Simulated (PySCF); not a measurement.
Species: C6H4.
Structure used (PBE0-D3(BJ)/def2-SVP), in Å, numbered top down from 1:
```xyz
10
C6H4 angstrom
C     -1.2674   -2.0382    0.7548
C     -1.1882   -0.8366    0.5976
C     -1.1220    0.5671    0.4195
C      0.0016    1.2586    0.1152
C      1.2824    0.6835   -0.0725
C      2.3889    0.2109   -0.2377
H     -1.3301   -3.1018    0.8926
H     -2.0566    1.1249    0.5397
H     -0.0736    2.3452    0.0025
H      3.3651   -0.2136   -0.3828
```

Jobs on this species (10 atoms, 40 electrons) with PySCF (density fitting). Hardware of each: an x86-64 server with one thread, no GPU, shared host. Times come from a shared host and carry two figures at best.

| level and settings | work | basis functions | SCF cycles | wall time |
| --- | --- | --- | --- | --- |
| PBE0-D3(BJ)/def2-SVP, grid level 1 | geometry optimisation from an MMFF94s start | 104 | ? | ? |
| B3LYP/pcJ-1 | spin–spin couplings from 10 perturbed nuclei, spin–dipole term left out | 202 | ? | ? |
| B3LYP/def2-SVPD | 10 singlets by full TDDFT, 4 Tamm–Dancoff triplets, polarisability, ΔSCF ions | 152 | 13 | 34 s |
| PBE0/pcSseg-1 | shieldings, charges and field gradients | 122 | 13 | 8.6 s |
| WP04/pcSseg-2 | shieldings | 272 | 15 | 30 s |
| delta-SCF UKS SCAN, pcX-2 on the ionised atom, pcseg-1 elsewhere, spin-free X2C | ΔSCF core ionisation, 3 holes | 135 | 77 | 23 s |

Task: Fill in the missing figures.

Result: 
- PBE0-D3(BJ)/def2-SVP, grid level 1; geometry optimisation from an MMFF94s start: 17 s, 34 SCF cycles
- B3LYP/pcJ-1; spin–spin couplings from 10 perturbed nuclei, spin–dipole term left out: 15 s, 13 SCF cycles

Task: What do all jobs in the table cost together?

Result: About 2.1 min; the longest takes about 27 % of that, and about 4 times as long as the shortest.
